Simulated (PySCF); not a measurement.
Bonds (- single, = double, # triple, : aromatic): Al1-C2 2.031 Å, C2-N3 1.166 Å. Al1 carries H4, H5, H6. Formal charges: Al1 -1.

Total charge -1.

Geometry: PBE0-D3(BJ)/def2-SVP; GIAO absolute shieldings from PySCF 2.14.0 with density-fitted response routines, gas phase, non-relativistic, averaged over equivalent atoms.

At B3LYP/pcSseg-1 (pcSseg-2 on Al) (92 basis functions, 2.3 s wall time on 1 thread of an Arm Neoverse V1, shared host):
```csv
atoms,σ (ppm)
Al1,476.3
C2,38.7
N3,-80.6
H4/H5/H6,28.07
```

What do these become at PBE0/pcSseg-1 (pcSseg-2 on Al)?

Answers


```csv
atoms,σ at PBE0/pcSseg-1 (pcSseg-2 on Al),change
Al1,482.1,+5.8
C2,41.1,+2.4
N3,-78.3,+2.3
H4/H5/H6,27.85,-0.22
```

The largest change is at Al1 (aluminium bonded to C, 3 H). Cost: 92 basis functions, 3.9 s wall time on 1 thread of an Arm Neoverse V1, shared host.
